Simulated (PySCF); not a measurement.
Compound: FH3Si2 (triplet state).
Structure used (PBE0-D3(BJ)/def2-SVP), in Å, numbered top down from 1:
```
atom  x, y, z in Å
F1     2.6766    0.1546    0.4398
Si2    1.5264   -0.5616   -0.4839
Si3   -0.6949    0.0316   -0.0439
H4    -0.9424    1.4866   -0.2831
H5    -1.0987   -0.3155    1.3531
H6    -1.4609   -0.7918   -1.0252
```

The species is `[Si](F)[SiH3]` [triplet].

Computed, not measured: UKS B3LYP, IGLO-III on F Si, pcH-1 on H, non-relativistic, mean-field spin-orbit, GIAO (PySCF). Isolated species at its PBE0-D3(BJ)/def2-SVP geometry, gas phase. This triplet need not be the ground state; the singlet was not compared here. No stability test was run, so a lower SCF solution isn't excluded.

What is the g tensor, term by term?

```tsv
Δg (ppm)	1	2	3
relativistic mass correction	-154	-154	-154
gauge correction	35	37	29
orbital Zeeman/spin–orbit	-1854	136	316
total	-1972	20	191
```

So g = 2.00035, 2.00234, 2.00251 and g_iso = 2.00173; the tensor is close to axial: the two nearest values differ by 8 % of g3 − g1. Axes: g1 points within 10° of the Si2–Si3 bond.

What are the electron Larmor frequencies g μB B/h along the three axes at 330 mT?

9.2391, 9.2483, 9.2491 GHz for g1, g2 and g3, a range of 10.0 MHz.

At 93.735 GHz, how far is the centre of the isotropic spectrum from where a free electron (g = 2.002319) resonates, zero-field splitting left aside?

B = hν/(g μB) with μB/h = 13.99624 MHz/mT gives 3344.70 mT for the free electron and 3345.68 mT at g_iso, 0.98 mT higher.

How much does each term add to the isotropic shift?

The orbital-Zeeman/spin–orbit term -467, the mass correction -154 and the gauge correction 34 ppm, for a total of -587 ppm. The orbital-Zeeman/spin–orbit term is the largest in size. The mass correction is the same along every axis, so the anisotropy comes from the other two: their spans along these axes are 8 (gauge) and 2170 ppm (orbital Zeeman/spin–orbit).

The largest Mulliken spin populations are on Si2 (+1.64) and Si3 (+0.24).

The HOMO–LUMO gaps are 4.21 eV among the α and 5.84 eV among the β orbitals.

On one thread, Arm Neoverse V1, on a shared host, this took 14 s wall.
